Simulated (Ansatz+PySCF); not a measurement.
Results of a calculation; reference values are marked as such.
A run of Ansatz (development build ahead of 0.2.0) on doublet CH₂F at this shape:

```yaml
atoms:
  - { symbol: C, position_ang: [0.6659, 0.0000, -0.0539] }
  - { symbol: H, position_ang: [1.1105, -0.9139, 0.1253] }
  - { symbol: H, position_ang: [1.1105, 0.9139, 0.1253] }
  - { symbol: F, position_ang: [-0.6752, 0.0000, 0.0143] }
```

Its results:

```
Converged                                                          : yes
Reference energy                                                   : -138.45445 hartree
Correlation energy                                                 : -0.40217 hartree
Total energy                                                       : -138.85662 hartree
Spin squared of the determinant                                    : 0.750
Stability test                                                     : minimum among restricted orbitals
Occupied orbitals by symmetry in an Abelian subgroup (alpha; beta) : 7 A' 2 A''; 6 A' 2 A''
```

Forces (eV/Å):
| atom | Fx | Fy | Fz |
| --- | --- | --- | --- |
| C1 | -1.727 | 0.000 | -0.530 |
| H2 | 0.757 | -1.619 | 0.279 |
| H3 | 0.757 | 1.619 | 0.279 |
| F4 | 0.212 | 0.000 | -0.028 |

**Question.** Which input gives this output? Name the method, the orbitals and the basis set, and write the input.

**Answer.** ROHF-MP2 in cc-pVTZ.

```yaml
crystal:
  periodic: [false, false, false]
  atoms:
    - { symbol: C, position_ang: [0.66594, 0.0, -0.05387] }
    - { symbol: H, position_ang: [1.11046, -0.9139, 0.12525] }
    - { symbol: H, position_ang: [1.11046, 0.9139, 0.12525] }
    - { symbol: F, position_ang: [-0.67518, 0.0, 0.01435] }
basis:
  gaussian: { orbitals: cc-pVTZ }
magnetization:
  initial_magnetization: 1
hamiltonian:
  xc: hf
correlation:
  method: mp2
  frozen_orbitals: { C: 1, F: 1, H: 0 }
output:
  forces: true
```
